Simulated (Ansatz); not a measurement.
in.yaml

```yaml
crystal:
  periodic: [false, false, false]
  atoms:
    - {symbol: B, position_ang: [0.000000, -0.203750, 0.850267]}
    - {symbol: N, position_ang: [0.000000, 0.096169, -0.775521]}
    - {symbol: H, position_ang: [0.000000, 0.848988, 1.657096]}
basis:
  gaussian: {orbitals: 6-31G}
magnetization: {spin_polarized: false, initial_magnetization: 3}
correlation: {method: bccd_t, electrons: outside_noble_gas}
```

```sh
$ ansatz run in.yaml --threads 1 --pin off --events-out ev --progress --plain --max-ram 2393MiB
```

The program prints:

```
290 factors; integrals over basis functions are off by at most 3.2e-4 eV
mean field evaluation 1: about -2162.7113 eV, gradient 1.0e1 eV
mean field evaluation 2: about -2162.7114 eV, gradient 1.0e1 eV
mean field evaluation 4: about -2164.0281 eV, gradient 1.0e0 eV
mean field evaluation 8: about -2164.0601 eV, gradient 1.8e-2 eV
mean field evaluation 16: about -2164.0283 eV, gradient 1.0e0 eV
mean field evaluation 32: about -2164.0559 eV, gradient 4.6e-1 eV
mean field evaluation 64: about -2161.7543 eV, gradient 4.5e-3 eV
mean field evaluation 96: about -2153.8149 eV, gradient 5.6e-3 eV
mean field evaluation 128: about -2162.1214 eV, gradient 1.7e-3 eV
mean field evaluation 160: about -2164.0601 eV, gradient 1.6e-2 eV
mean field evaluation 192: about -2157.6891 eV, gradient 1.1e0 eV
mean field evaluation 224: about -2161.7543 eV, gradient 2.3e-4 eV
mean field -2164.06009549 eV, -79.5277416568 hartree, gradient 2.9e-6 eV, S^2 3.750000; 5 other end points of the search recorded, 0 dependent functions left out
determinant -2164.06009549 eV, -79.5277416568 hartree, with singles and doubles -2167.23259403 eV, -79.6443288278 hartree
determinant -2162.12142358 eV, -79.4564967779 hartree, with singles and doubles -2165.67720922 eV, -79.5871694902 hartree
determinant -2161.75428714 eV, -79.4430047629 hartree, with singles and doubles -2165.34840402 eV, -79.5750861218 hartree
determinant -2161.57602686 eV, -79.4364538184 hartree, with singles and doubles -2164.93388806 eV, -79.5598529414 hartree
2 core orbitals not correlated: weight in the atoms' cores, before any rotation towards them, 1.000 or more for the frozen orbitals, at most 0.000 for the correlated occupied ones
reference -2164.06009549 eV, -79.5277416568 hartree; 6, 3 occupied and 12, 15 virtual orbitals, 290 factors
second order -2.44463930 eV of doubles, -0.05557290 eV of singles
cycle   1  -3.16509117 eV  change    7.4e-3 eV  update   9.1e-3
cycle   2  -3.16152224 eV  change    3.6e-3 eV  update   2.5e-3
cycle   3  -3.16049549 eV  change    1.0e-3 eV  update   1.7e-3
cycle   4  -3.16007813 eV  change    4.2e-4 eV  update   1.1e-3
cycle   5  -3.16052691 eV  change   -4.5e-4 eV  update   7.6e-4
cycle   6  -3.16058708 eV  change   -6.0e-5 eV  update   4.1e-4
cycle   7  -3.16056402 eV  change    2.3e-5 eV  update   1.6e-4
cycle   8  -3.16052729 eV  change    3.7e-5 eV  update   7.5e-5
cycle   9  -3.16049909 eV  change    2.8e-5 eV  update   3.2e-5
cycle  10  -3.16049326 eV  change    5.8e-6 eV  update   1.4e-5
cycle  11  -3.16049288 eV  change    3.8e-7 eV  update   6.1e-6
perturbative correction -0.07843030 eV, -0.0028822604 hartree
Total energy: -2167.29901868 eV, -79.6467698883 hartree
```

For the same geometry and basis full CI lies 29.3 meV lower.

Ran on 1 thread of INTEL XEON PLATINUM 8581C, shared host: 0.57 s wall, 0.1 GiB peak host memory.
